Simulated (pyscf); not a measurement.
Four-centre exchange: H₂N–SiH₂–F (SMILES N[SiH2]F) + HCl (SMILES Cl) → H₂N–SiH(F)–Cl (SMILES N[SiH](F)Cl) + H₂ (SMILES [H][H])

Gas phase, singlet surface, charge 0. Bonds broken: Si2–H6, Cl8–H9. Bonds formed: Si2–Cl8, H6–H9. PySCF, gas phase, ωB97X-D3(BJ)/def2-SVP geometries.

Transition state (Å):

```xyz
9

N     -1.5444    -0.7900    -0.2862
Si    -0.1183     0.1095    -0.2331
F      1.0064    -1.0808    -0.1865
H     -1.5182    -1.8019    -0.2295
H     -2.4532    -0.3796    -0.4576
H      0.5620     0.5516    -1.7138
H      0.3615     1.0553     0.7790
Cl    -1.4398     2.0392    -1.1215
H     -0.1277     1.1803    -1.7024
```

One imaginary mode, 827i cm⁻¹; descent along it reached the two sides named, in the forms told below.

| bond | change | reactant side (Å) | saddle | product side |
|---|---|---|---|---|
| Si2–H6 | breaks | 1.479 | 1.688 | 3.5 |
| Cl8–H9 | breaks | 1.311 | 1.672 | 3.9 |
| Si2–Cl8 | forms | 3.7 | 2.502 | 2.051 |
| H6–H9 | forms | 3.0 | 0.933 | 0.760 |

Electronic energies relative to the separated reactants (kcal/mol):

| level | barrier | reaction energy | reverse barrier |
|---|---|---|---|
| ωB97X-D3(BJ)/def2-TZVP | 24.6 | -22.9 | 47.5 |
| PBE/def2-TZVP | 19.6 | -20.4 | 40.0 |
| r²SCAN/def2-TZVP | 20.3 | -22.7 | 42.9 |
| B3LYP-D3(BJ)/def2-TZVP | 24.6 | -20.9 | 45.4 |
| PBE0-D3(BJ)/def2-TZVP | 21.3 | -21.0 | 42.4 |
| M06-2X/def2-TZVP | 24.9 | -23.0 | 47.9 |
| ωB97M-D3(BJ)/def2-TZVP | 25.6 | -20.9 | 46.5 |
| HF/def2-TZVP | 43.8 | -17.8 | 61.6 |

With ωB97M-D3(BJ)/def2-TZVP energies and thermal terms (ideal gas, 1 atm, RRHO with modes under 100 cm⁻¹ raised to 100, one conformer, R ln 2 for chiral ones without a mode under 150 cm⁻¹), in kcal/mol:

| T (K) | ΔH‡ | ΔG‡ | ΔH | ΔG |
|---|---|---|---|---|
| 298 | 25.5 | 35.7 | -22.5 | -21.0 |
| 600 | 25.3 | 46.2 | -21.6 | -19.9 |
| 900 | 25.5 | 56.6 | -21.0 | -19.1 |
| 1200 | 25.9 | 67.0 | -20.7 | -18.6 |

On the reactant side the descent ends in a complex (not fully relaxed), 5.6 kcal/mol under the separated species and 30.2 kcal/mol under the saddle at ωB97X-D3(BJ)/def2-TZVP. One saddle was located; it need not be the lowest between these sides.
